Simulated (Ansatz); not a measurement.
**H3O with multiplicity 2: molecular dynamics**

The plan is to let a guess near a reaction's saddle point go and see which way it falls. Runs: 150 steps of 0.5 fs at constant energy, with velocities drawn for 100 K; 150 steps of 0.5 fs at constant energy, with velocities drawn for 300 K. Reaction type: H-abstraction.

All numbers below are computed with Ansatz 0.2.0 (UKS PBE0/def2-SVP).

## Step 1: The starting structure

Bond lengths: O3–H4 0.958 Å.

Coordinates:

```xyz
4

H     0.3016   -0.3734   -0.2085
H     1.2125   -0.7159   -0.3047
O    -0.8380    0.1667   -0.0267
H    -0.6760    0.9226    0.5398
```

## Step 2: Run 1

150 steps of 0.5 fs at constant energy, with velocities drawn for 100 K.

Input file input.yaml:

```yaml
crystal:
  periodic: [false, false, false]
  atoms:
    - { symbol: H, position_ang: [0.3016, -0.3734, -0.2085] }
    - { symbol: H, position_ang: [1.2125, -0.7159, -0.3047] }
    - { symbol: O, position_ang: [-0.838, 0.1667, -0.0267] }
    - { symbol: H, position_ang: [-0.676, 0.9226, 0.5398] }
magnetization:
  spin_polarized: true
  initial_magnetization: 1
basis:
  gaussian: { orbitals: def2-SVP }
hamiltonian:
  xc: pbe0
md:
  timestep: 0.5
  n_steps: 150
  ensemble: nve
  temperature: 100.0
  initial_velocities: maxwell_boltzmann
  seed: 618965
```

Started as:

```
> ansatz run input.yaml --threads 1 --pin off --max-ram 2048MiB --backend cpu --events-out ev --progress --plain --runs-dir out
```

Standard output, cut to the lines that bear on the results:

```text
Warning: RAYON_NUM_THREADS=1 ignored (pool sized by the plan → 1); use --threads N
[...]
Functional definition: PBE0
[...]
305 factors; integrals over basis functions are off by at most 4.6e-4 eV
[...]
mean field -2088.46822510 eV, -76.7497916576 hartree, gradient 3.8e-5 eV, S^2 0.764197; 2 other end points of the search recorded, 0 dependent functions left out
[...]
reference -2088.46824042 eV, -76.7497922208 hartree; 6, 5 occupied and 23, 24 virtual orbitals, 305 factors
md step     0: t =     0.00 fs  T =   100.0 K  F+E_penalty+E_count = -2088.46822510 eV  E_kin = 0.025852 eV  conserved = -2088.44237310 eV  (36 SCF iters)
[...]
md step    18: t =     9.00 fs  T =   276.1 K  F+E_penalty+E_count = -2088.50701131 eV  E_kin = 0.071369 eV  conserved = -2088.43564205 eV  (22 SCF iters)
[...]
md step    36: t =    18.00 fs  T =  2481.8 K  F+E_penalty+E_count = -2089.09320314 eV  E_kin = 0.641594 eV  conserved = -2088.45160924 eV  (26 SCF iters)
[...]
md step    54: t =    27.00 fs  T =  2546.7 K  F+E_penalty+E_count = -2089.10851965 eV  E_kin = 0.658381 eV  conserved = -2088.45013900 eV  (24 SCF iters)
[...]
md step    72: t =    36.00 fs  T =  2568.7 K  F+E_penalty+E_count = -2089.11385782 eV  E_kin = 0.664071 eV  conserved = -2088.44978663 eV  (23 SCF iters)
md step    73: t =    36.50 fs  T =  2893.2 K  F+E_penalty+E_count = -2089.20432413 eV  E_kin = 0.747948 eV  conserved = -2088.45637622 eV  (22 SCF iters)
```

## Step 3: More of the same log: dynamics from the start

Output, continued, cut to the lines that bear on the results:

```text
md step    74: t =    37.00 fs  T =  2598.7 K  F+E_penalty+E_count = -2089.13124280 eV  E_kin = 0.671803 eV  conserved = -2088.45943959 eV  (22 SCF iters)
[...]
md step    93: t =    46.50 fs  T =  1630.1 K  F+E_penalty+E_count = -2088.87053089 eV  E_kin = 0.421407 eV  conserved = -2088.44912380 eV  (28 SCF iters)
[...]
md step   112: t =    56.00 fs  T =   793.6 K  F+E_penalty+E_count = -2088.63850469 eV  E_kin = 0.205173 eV  conserved = -2088.43333178 eV  (29 SCF iters)
[...]
md step   131: t =    65.50 fs  T =   750.8 K  F+E_penalty+E_count = -2088.62833643 eV  E_kin = 0.194098 eV  conserved = -2088.43423884 eV  (21 SCF iters)
[...]
md step   149: t =    74.50 fs  T =   727.3 K  F+E_penalty+E_count = -2088.62235329 eV  E_kin = 0.188024 eV  conserved = -2088.43432962 eV  (25 SCF iters)
[...]
md step   150: t =    75.00 fs  T =  1474.3 K  F+E_penalty+E_count = -2088.82900376 eV  E_kin = 0.381146 eV  conserved = -2088.44785762 eV  (40 SCF iters)
Total energy: -2088.82902654 eV, -76.7630508661 hartree
Atom 0 at    -1.087378     0.469168    -0.819331 Å, force    -1.702318     2.037979    -6.096960 eV/Å
Atom 1 at     3.112437    -1.355694     0.543241 Å, force    -0.003335     0.001626    -0.000499 eV/Å
Atom 2 at    -0.899966     0.168450    -0.021721 Å, force    -1.201381    -4.036255     4.764285 eV/Å
Atom 3 at    -0.203435     0.692057     0.223662 Å, force     2.907034     1.996650     1.333174 eV/Å
Dipole moment:     0.186344     0.304157    -0.208356 e Å
```

Wall time 74 s (1 thread of Arm Neoverse V1, shared host); peak memory 0.077 GiB.

## Step 4: What the atoms did

The trajectory, every 6 steps (energies from step 0):

| time (fs) | T (K) | potential energy change (meV/atom) | total energy change (meV/atom) | H1–O3 (Å) | H2–H1 (Å) |
| --- | --- | --- | --- | --- | --- |
| 0.0 | 100 | 0.0 | 0.00 | 1.27 | 0.98 |
| 3.0 | 281 | -11.6 | 0.04 | 1.24 | 1.00 |
| 6.0 | 1432 | -86.2 | -0.16 | 1.10 | 1.09 |
| 9.0 | 276 | -9.7 | 1.68 | 0.86 | 1.29 |
| 12.0 | 1833 | -112.7 | -0.74 | 1.06 | 1.21 |
| 15.0 | 249 | -9.3 | 0.31 | 1.19 | 1.25 |
| 18.0 | 2482 | -156.2 | -2.31 | 1.00 | 1.48 |
| 21.0 | 1804 | -113.1 | -3.03 | 0.88 | 1.69 |
| 24.0 | 579 | -30.4 | 0.56 | 1.15 | 1.69 |
| 27.0 | 2547 | -160.1 | -1.94 | 1.02 | 1.90 |
| 30.0 | 1573 | -97.0 | -1.86 | 0.86 | 2.15 |
| 33.0 | 753 | -41.7 | 0.54 | 1.14 | 2.22 |
| 36.0 | 2569 | -161.4 | -1.85 | 1.03 | 2.44 |
| 39.0 | 1585 | -97.7 | -1.69 | 0.86 | 2.69 |
| 42.0 | 814 | -45.6 | 0.47 | 1.14 | 2.83 |
| 45.0 | 2559 | -160.8 | -1.90 | 1.02 | 3.02 |
| 48.0 | 1591 | -98.1 | -1.75 | 0.87 | 3.23 |
| 51.0 | 848 | -48.0 | 0.36 | 1.14 | 3.43 |
| 54.0 | 2497 | -156.7 | -1.83 | 1.02 | 3.59 |
| 57.0 | 1517 | -93.1 | -1.50 | 0.87 | 3.77 |
| 60.0 | 876 | -49.9 | 0.30 | 1.13 | 4.03 |
| 63.0 | 2502 | -157.2 | -1.97 | 1.01 | 4.16 |
| 66.0 | 1512 | -92.8 | -1.55 | 0.87 | 4.29 |
| 69.0 | 883 | -50.3 | 0.28 | 1.13 | 4.57 |
| 72.0 | 2515 | -158.1 | -2.05 | 1.01 | 4.67 |
| 75.0 | 1474 | -90.2 | -1.37 | 0.87 | 4.78 |

time (fs), T (K) and a bar:
```
      0.0        100 
      3.5        375 ###
      6.5       1710 ##################
     10.0        970 #########
     13.0       1085 ###########
     16.5        920 #########
     19.5        900 #########
     23.0       1636 #################
     26.0       1263 #############
     29.5        620 ######
     32.5       1275 #############
     36.0       2569 ###########################
     39.0       1585 ################
     42.5        531 #####
     45.5       2860 ##############################
     49.0       2774 #############################
     52.0        505 ####
     55.5       1674 #################
     58.5       2503 ##########################
     62.0       1215 ############
     65.0        770 #######
     68.5       1409 ##############
     71.5       1888 ###################
     75.0       1474 ###############
```

Bonds that form or break, judged by distance (formed within 1.15 times the sum of covalent radii and held on average over 12 fs, broken when stretched by half; pairs already stretched at the start don't count as bonds):

```csv
time (fs),bond,event
6.5,H1–O3,forms
```

## Step 5: Positions and forces

Positions (Å) and forces (eV/Å):

```xyz
4
time_fs=9.5 T=346 dE=-0.0575
H    -0.049   -0.156   -0.251    6.925   -3.341   -2.723
H     1.140   -0.660   -0.196    0.933   -0.384    0.041
O    -0.821    0.152   -0.030   -7.489    3.135    2.234
H    -0.530    0.874    0.525   -0.369    0.590    0.449
4
time_fs=19.0 T=1914 dE=-0.4830
H    -0.110   -0.160   -0.438    3.978   -1.824   -2.557
H     1.347   -0.707   -0.084    0.314   -0.136    0.058
O    -0.833    0.157   -0.026   -4.213    1.885    2.442
H    -0.481    0.857    0.532   -0.079    0.075    0.058
4
time_fs=28.0 T=2471 dE=-0.6299
H    -0.181   -0.099   -0.579    2.376   -1.160   -2.337
H     1.612   -0.793    0.008    0.066   -0.036    0.021
O    -0.851    0.160   -0.021   -2.014    1.418    2.399
H    -0.392    0.834    0.507   -0.428   -0.221   -0.083
4
time_fs=37.5 T=1666 dE=-0.4125
H    -0.354   -0.006   -0.696    4.312   -1.570   -5.990
H     1.930   -0.908    0.113   -0.002   -0.003    0.005
O    -0.863    0.163   -0.019   -3.982    1.830    6.093
H    -0.349    0.812    0.485   -0.328   -0.257   -0.109
4
time_fs=47.0 T=746 dE=-0.1571
H    -0.528    0.117   -0.776    4.154   -0.869   -9.839
H     2.248   -1.028    0.223   -0.017    0.006   -0.001
O    -0.875    0.164   -0.017   -4.127    0.688    9.405
H    -0.297    0.789    0.421   -0.009    0.176    0.434
4
time_fs=56.0 T=794 dE=-0.1703
H    -0.704    0.223   -0.834    1.999    0.491  -10.246
H     2.535   -1.137    0.327   -0.013    0.005   -0.002
O    -0.884    0.166   -0.017   -2.425   -0.954    9.631
H    -0.258    0.760    0.374    0.439    0.458    0.617
4
time_fs=65.5 T=751 dE=-0.1601
H    -0.898    0.343   -0.842   -0.326    1.849   -9.849
H     2.827   -1.248    0.436   -0.007    0.003   -0.001
O    -0.892    0.168   -0.019   -1.391   -3.244    8.674
H    -0.235    0.726    0.307    1.724    1.392    1.176
4
time_fs=75.0 T=1474 dE=-0.3608
H    -1.087    0.469   -0.819   -1.702    2.038   -6.097
H     3.112   -1.356    0.543   -0.003    0.002   -0.001
O    -0.900    0.168   -0.022   -1.201   -4.036    4.764
H    -0.203    0.692    0.224    2.907    1.997    1.333
```

On run 1: At the last frame the bonds meant to form are there and those meant to break are gone: it fell to the products. The temperature starts at 100 K and averages 1604 K in the second half, where it ranges from 479 to 2865 K; the start was no minimum (force components up to 1.3 eV/Å), and the potential energy that it sheds (98 meV/atom) turns into motion, which in so few atoms is no thermal temperature. The total energy strays from its start by at most 4.27 meV/atom, 4.6 % of the mean kinetic energy, fair for a step of 0.5 fs. Bonds change: the first event comes at 6.5 fs (H1–O3 forms). By that distance rule the pieces at the end are H2O + H; a long dative bond can count as broken.

## Step 6: Run 2

150 steps of 0.5 fs at constant energy, with velocities drawn for 300 K.

input.yaml: that of step 2 with these lines changed.

```diff
@@ -18,4 +18,4 @@
   ensemble: nve
-  temperature: 100.0
+  temperature: 300.0
   initial_velocities: maxwell_boltzmann
-  seed: 618965
+  seed: 58366
```

Started as:

```
> ansatz run input.yaml --threads 1 --pin off --max-ram 2048MiB --backend cpu --events-out ev --progress --plain --runs-dir out
```

Standard output, cut to the lines that bear on the results:

```text
Warning: RAYON_NUM_THREADS=1 ignored (pool sized by the plan → 1); use --threads N
[...]
[... 1 set-up line as earlier in the session ...]
[...]
305 factors; integrals over basis functions are off by at most 4.6e-4 eV
[...]
mean field -2088.46822510 eV, -76.7497916576 hartree, gradient 3.8e-5 eV, S^2 0.764197; 2 other end points of the search recorded, 0 dependent functions left out
[...]
reference -2088.46824042 eV, -76.7497922208 hartree; 6, 5 occupied and 23, 24 virtual orbitals, 305 factors
md step     0: t =     0.00 fs  T =   300.0 K  F+E_penalty+E_count = -2088.46822510 eV  E_kin = 0.077556 eV  conserved = -2088.39066910 eV  (36 SCF iters)
[...]
md step    19: t =     9.50 fs  T =   553.9 K  F+E_penalty+E_count = -2088.52864029 eV  E_kin = 0.143204 eV  conserved = -2088.38543604 eV  (22 SCF iters)
[...]
md step    38: t =    19.00 fs  T =  1681.4 K  F+E_penalty+E_count = -2088.82772860 eV  E_kin = 0.434664 eV  conserved = -2088.39306423 eV  (23 SCF iters)
[...]
md step    57: t =    28.50 fs  T =  1016.8 K  F+E_penalty+E_count = -2088.64120574 eV  E_kin = 0.262863 eV  conserved = -2088.37834321 eV  (25 SCF iters)
[...]
md step    74: t =    37.00 fs  T =  1478.8 K  F+E_penalty+E_count = -2088.76991674 eV  E_kin = 0.382301 eV  conserved = -2088.38761549 eV  (25 SCF iters)
md step    75: t =    37.50 fs  T =  1090.5 K  F+E_penalty+E_count = -2088.66087603 eV  E_kin = 0.281926 eV  conserved = -2088.37895001 eV  (24 SCF iters)
```

## Step 7: The log goes on: dynamics from the start

The log, continued, cut to the lines that bear on the results:

```text
md step    76: t =    38.00 fs  T =  1545.7 K  F+E_penalty+E_count = -2088.78727935 eV  E_kin = 0.399595 eV  conserved = -2088.38768420 eV  (24 SCF iters)
[...]
md step    94: t =    47.00 fs  T =  1814.9 K  F+E_penalty+E_count = -2088.86188208 eV  E_kin = 0.469195 eV  conserved = -2088.39268728 eV  (25 SCF iters)
[...]
md step   112: t =    56.00 fs  T =  2028.4 K  F+E_penalty+E_count = -2088.92045026 eV  E_kin = 0.524377 eV  conserved = -2088.39607332 eV  (23 SCF iters)
[...]
md step   130: t =    65.00 fs  T =  2140.4 K  F+E_penalty+E_count = -2088.95144622 eV  E_kin = 0.553338 eV  conserved = -2088.39810804 eV  (20 SCF iters)
[...]
md step   148: t =    74.00 fs  T =  2172.0 K  F+E_penalty+E_count = -2088.95913676 eV  E_kin = 0.561497 eV  conserved = -2088.39764000 eV  (20 SCF iters)
[...]
md step   149: t =    74.50 fs  T =  2337.7 K  F+E_penalty+E_count = -2089.00047170 eV  E_kin = 0.604336 eV  conserved = -2088.39613544 eV  (20 SCF iters)
[...]
md step   150: t =    75.00 fs  T =  2350.2 K  F+E_penalty+E_count = -2089.00153936 eV  E_kin = 0.607573 eV  conserved = -2088.39396674 eV  (22 SCF iters)
Total energy: -2089.00156607 eV, -76.7693915771 hartree
Atom 0 at    -1.057425     0.394098    -0.969995 Å, force    -0.165438    -0.308922     1.326939 eV/Å
Atom 1 at     4.683624    -1.910155     0.326922 Å, force    -0.000089     0.000045    -0.000003 eV/Å
Atom 2 at    -1.003488     0.222850     0.004778 Å, force    -4.660549    -0.986157    -2.550758 eV/Å
Atom 3 at    -0.161468     0.458136     0.170060 Å, force     4.826076     1.295035     1.223822 eV/Å
Dipole moment:     0.290436     0.145294    -0.275866 e Å
```

Run time: 69 s. Hardware: 1 thread of Arm Neoverse V1, shared host; peak memory 0.078 GiB.

## Step 8: The trajectory

One step in 6; energies are changes from step 0:

```csv
time (fs),T (K),potential energy change (meV/atom),total energy change (meV/atom),H1–O3 (Å),H2–H1 (Å)
0.0,300,0.0,0.00,1.27,0.98
3.0,458,-9.9,0.31,1.23,0.92
6.0,1241,-60.8,0.02,1.08,0.97
9.0,504,-12.1,1.10,0.87,1.19
12.0,2010,-111.0,-0.52,1.04,1.19
15.0,827,-33.4,0.64,1.16,1.30
18.0,2906,-171.4,-2.92,0.96,1.66
21.0,2751,-161.7,-3.27,0.92,1.93
24.0,912,-38.5,1.04,1.14,2.01
27.0,3009,-178.2,-3.15,0.95,2.36
30.0,2960,-175.4,-3.51,0.93,2.62
33.0,993,-43.9,0.87,1.14,2.75
36.0,2855,-168.1,-3.00,0.94,3.09
39.0,2978,-176.5,-3.40,0.94,3.36
42.0,1089,-50.4,0.63,1.13,3.55
45.0,2678,-156.6,-2.92,0.92,3.86
48.0,2881,-169.7,-2.91,0.95,4.11
51.0,1242,-60.5,0.44,1.12,4.33
54.0,2490,-144.1,-2.54,0.91,4.59
57.0,2701,-157.3,-2.13,0.96,4.85
60.0,1295,-63.8,0.46,1.12,5.11
63.0,2382,-136.7,-2.17,0.90,5.34
66.0,2491,-142.9,-1.32,0.97,5.61
69.0,1342,-66.8,0.55,1.10,5.88
72.0,2222,-125.7,-1.44,0.89,6.05
75.0,2350,-133.3,-0.82,0.99,6.32
```

time (fs), T (K) and a bar:
```
      0.0        300 
      3.5        552 ###
      6.5       1355 ############
     10.0       1006 ########
     13.0       1553 ##############
     16.5       1663 ###############
     19.5        987 ########
     23.0       1600 ###############
     26.0       2490 #########################
     29.5       2237 ######################
     32.5       1104 #########
     36.0       2855 #############################
     39.0       2978 ##############################
     42.5       1261 ###########
     45.5       2064 ####################
     49.0       2227 ######################
     52.0       1695 ################
     55.5       1442 #############
     58.5       1773 ################
     62.0       2520 #########################
     65.0       2140 #####################
     68.5       1403 ############
     71.5       2534 #########################
     75.0       2350 #######################
```

Bonds that form or break, judged by distance (formed within 1.15 times the sum of covalent radii and held on average over 12 fs, broken when stretched by half; pairs already stretched at the start don't count as bonds):

```csv
time (fs),bond,event
6.5,H1–O3,forms
```

## Step 9: Positions and forces

Extended XYZ, with forces in eV/Å:

```xyz
4
time_fs=9.5 T=554 dE=-0.0604
H    -0.025   -0.166   -0.211    6.165   -2.792   -1.908
H     1.076   -0.654   -0.228    1.236   -0.511   -0.005
O    -0.815    0.151   -0.031   -7.030    3.538    2.100
H    -0.586    0.904    0.539   -0.371   -0.234   -0.187
4
time_fs=19.0 T=1681 dE=-0.3595
H    -0.110   -0.144   -0.370    6.080   -2.747   -3.128
H     1.556   -0.817   -0.150    0.146   -0.063    0.020
O    -0.844    0.161   -0.027   -5.561    3.730    3.822
H    -0.506    0.888    0.554   -0.664   -0.920   -0.714
4
time_fs=28.0 T=1599 dE=-0.3352
H    -0.235   -0.106   -0.525    5.928   -2.676   -4.806
H     2.061   -0.993   -0.076    0.005   -0.003    0.005
O    -0.873    0.171   -0.022   -5.066    3.872    5.760
H    -0.429    0.860    0.549   -0.867   -1.193   -0.959
4
time_fs=37.5 T=1091 dE=-0.1927
H    -0.386   -0.022   -0.649    5.875   -2.629   -7.637
H     2.600   -1.181    0.006   -0.010    0.004    0.000
O    -0.904    0.182   -0.016   -4.870    3.405    8.126
H    -0.331    0.797    0.507   -0.996   -0.779   -0.489
4
time_fs=47.0 T=1815 dE=-0.3937
H    -0.560    0.049   -0.777    3.190   -1.325   -6.800
H     3.131   -1.368    0.087   -0.004    0.002    0.000
O    -0.929    0.194   -0.011   -3.305    1.183    6.611
H    -0.288    0.721    0.466    0.119    0.140    0.189
4
time_fs=56.0 T=2028 dE=-0.4522
H    -0.707    0.155   -0.844    1.464   -0.556   -6.264
H     3.631   -1.542    0.164   -0.001    0.001    0.000
O    -0.956    0.203   -0.006   -2.446   -0.117    5.311
H    -0.218    0.641    0.373    0.982    0.672    0.953
4
time_fs=65.5 T=2475 dE=-0.5713
H    -0.907    0.254   -0.926    0.135    0.078   -1.994
H     4.157   -1.726    0.246    0.000    0.000    0.000
O    -0.977    0.215   -0.001   -3.803   -1.622    0.525
H    -0.199    0.542    0.306    3.668    1.544    1.469
4
time_fs=75.0 T=2350 dE=-0.5333
H    -1.057    0.394   -0.970   -0.165   -0.309    1.327
H     4.684   -1.910    0.327    0.000    0.000    0.000
O    -1.004    0.223    0.005   -4.660   -0.986   -2.551
H    -0.162    0.458    0.170    4.826    1.295    1.224
```

Reading of run 2. At the last frame the bonds meant to form are there and those meant to break are gone: it fell to the products. The temperature starts at 300 K and averages 1976 K in the second half, where it ranges from 1089 to 2978 K; the start was no minimum (force components up to 1.3 eV/Å), and the potential energy that it sheds (109 meV/atom) turns into motion, which in so few atoms is no thermal temperature. The total energy strays from its start by at most 3.51 meV/atom, 3.1 % of the mean kinetic energy, fair for a step of 0.5 fs. The bonding pattern changes, first at 6.5 fs: H1–O3 forms. By that distance rule the pieces at the end are H2O + H; a long dative bond can count as broken.

## Step 10: What came out

| quantity | value |
| --- | --- |
| run 1: length | 150 steps of 0.5 fs |
| run 1: temperature, first and last step | 100 and 1474 K |
| run 1: temperature, second half | mean 1604 K, from 479 to 2865 K |
| run 1: potential energy, second half | -98 meV/atom from this run's first step |
| run 1: largest change of the total energy | 4.27 meV/atom |
| run 1: bonds formed or broken | 1 |
| run 2: length | 150 steps of 0.5 fs |
| run 2: temperature, first and last step | 300 and 2350 K |
| run 2: temperature, second half | mean 1976 K, from 1089 to 2978 K |
| run 2: potential energy, second half | -109 meV/atom from this run's first step |
| run 2: largest change of the total energy | 3.51 meV/atom |
| run 2: bonds formed or broken | 1 |

In words: Mean temperatures of the second halves: 1604 K, 1976 K. Bonds changed in run 1, run 2. Run 1: at the last frame the bonds meant to form are there and those meant to break are gone: it fell to the products. Run 2: at the last frame the bonds meant to form are there and those meant to break are gone: it fell to the products. Averages from a run of 75 fs with 4 atoms are rough. The nuclei move classically, without zero-point motion, which matters most for hydrogen.
